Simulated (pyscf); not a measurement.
Substitution at O: HO–Ge(OH)(OH)–OH (SMILES [OH][Ge]([OH])([OH])[OH]) + H• (SMILES [H]) → H₂O (SMILES O) + HO–Ge•(OH)–OH (SMILES [OH][Ge]([OH])[OH])

Gas phase, doublet surface, charge 0. Bonds broken: O1–Ge2. Bonds formed: O1–H10. Optimised with ωB97X-D3(BJ)/def2-SVP in PySCF.

Transition state (Å):

```xyz
10

O      0.7354     1.0456     0.6661
Ge    -0.7638     0.0855    -0.1011
O      0.0611    -1.2034    -0.9830
O     -1.8845     0.7772    -1.2849
O     -1.7367    -0.4934     1.2573
H      0.3984     1.7153     1.2950
H      0.8271    -1.5560    -0.5142
H     -1.5519     0.6764    -2.1868
H     -2.6486    -0.6652     0.9860
H      1.9458     0.9853     0.9686
```

One imaginary mode, 1811i cm⁻¹; descent along it reached the two sides named, in the forms told below.

| bond | change | reactant side (Å) | saddle | product side |
|---|---|---|---|---|
| O1–Ge2 | breaks | 1.757 | 1.939 | 3.4 |
| O1–H10 | forms | 3.2 | 1.249 | 0.966 |

Electronic energies relative to the separated reactants (kJ/mol):

```tsv
level	barrier	reaction energy	reverse barrier
ωB97X-D3(BJ)/def2-TZVP	93.9	-39.6	133.5
PBE/def2-TZVP	30.7	-71.2	101.9
r²SCAN/def2-TZVP	50.1	-56.9	107.0
B3LYP-D3(BJ)/def2-TZVP	48.2	-68.7	116.9
PBE0-D3(BJ)/def2-TZVP	64.1	-51.2	115.3
M06-2X/def2-TZVP	88.5	-34.3	122.7
ωB97M-D3(BJ)/def2-TZVP	79.5	-54.2	133.7
HF/def2-TZVP	177.2	-11.1	188.2
```

With ωB97M-D3(BJ)/def2-TZVP energies and thermal terms (ideal gas, 1 atm, RRHO with modes under 100 cm⁻¹ raised to 100, one conformer, R ln 2 for chiral ones without a mode under 150 cm⁻¹), in kJ/mol:

| T (K) | ΔH‡ | ΔG‡ | ΔH | ΔG |
|---|---|---|---|---|
| 298 | 77.3 | 100.7 | -38.3 | -56.9 |
| 600 | 75.8 | 125.1 | -43.2 | -74.1 |
| 900 | 74.4 | 150.0 | -49.2 | -88.2 |
| 1200 | 73.2 | 175.4 | -55.1 | -100.4 |

On the product side the descent ends in a bound adduct (not fully relaxed), 41.2 kJ/mol under the separated species and 174.7 kJ/mol under the saddle at ωB97X-D3(BJ)/def2-TZVP. This is the saddle that the search found; another between the same sides may lie lower. The angle at the attacked O is 145°. Elements up to Kr have no core potential and no relativistic terms here.
